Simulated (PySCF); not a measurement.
Cyclopropenone, C3H2O.
Atom-mapped SMILES: `[O:1]=[c:2]1[cH:3][cH:4]1` (hydrogens: H5 on C3; H6 on C4)

Geometry (GFN2-xTB, Å), atoms numbered from 1 in this order:
```
atom  x, y, z in Å
O1     2.0187   -0.2740    0.0644
C2     0.8408   -0.1138    0.0243
C3    -0.4997   -0.6123   -0.0319
C4    -0.3191    0.7243   -0.0033
H5    -1.2262   -1.3936   -0.0697
H6    -0.8113    1.6714   -0.0055
```

Theory: TDDFT B3LYP/def2-SVPD, vertical, gas phase, core orbitals frozen in the response (PySCF 2.14.0, density-fitted response routines).

Transition dipole moments from the ground state, in atomic units and in the frame of the coordinates above (overall signs are arbitrary), for the states with f of 0.002 or more among the lowest 8:

```tsv
state	E (eV)	μx	μy	μz
S3	6.324	0.023	0.168	0.004
S4	6.535	0.076	0.561	0.012
S5	7.015	-0.049	-0.361	-0.008
S6	7.090	-0.194	0.027	-0.006
S8	8.130	0.011	0.004	-0.265
```

What oscillator strength does each state have?

f = (2/3) ΔE |μ|² with ΔE in hartree (27.2114 eV).

```json
{"state": "S3", "|μ|² (au)": "0.029", "|μ| (D)": "0.43", "f": "0.004"}
{"state": "S4", "|μ|² (au)": "0.321", "|μ| (D)": "1.44", "f": "0.051"}
{"state": "S5", "|μ|² (au)": "0.133", "|μ| (D)": "0.93", "f": "0.023"}
{"state": "S6", "|μ|² (au)": "0.038", "|μ| (D)": "0.50", "f": "0.007"}
{"state": "S8", "|μ|² (au)": "0.071", "|μ| (D)": "0.68", "f": "0.014"}
```

The point group is C2v. Which irreducible representation does each state belong to?

The ground state is totally symmetric, so the direction of μ fixes the label. Polarised along the twofold axis, so A1: S6. Polarised across the twofold axis, so B1 or B2: S3, S4, S5 and S8. Which of B1 and B2 hangs on the choice of axes; S3, S4 and S5 take one label and S8 the other.

All atoms lie in one plane. Which transitions are polarised in it and which across it?

In the plane: S3, S4, S5 and S6. Perpendicular: S8. States polarised in the plane are symmetric under reflection in it, those polarised across it antisymmetric.

Which bond between heavy atoms lies closest to the direction of the S4 transition dipole?

C3–C4, at 0° from it; next C2–C3 and C2–C4 at 62°.

What angle do the transition dipoles of S5 and S8 make?

|cos θ| = |μa·μb| / (|μa| |μb|) = 0.00, so θ ≈ 90° (taken between 0 and 90°, since the signs are arbitrary).

What peak molar absorption coefficient would the strongest computed level give as a lone Gaussian band 0.4 eV wide at half height?

ε(max) = 2.175×10⁸ f / FWHM, with the width in cm⁻¹. S4: 2.175×10⁸ × 0.0513 / 3226 ≈ 3500 L mol⁻¹ cm⁻¹.

Time: 2.8 s wall. Hardware: one thread of an x86-64 server, shared host.
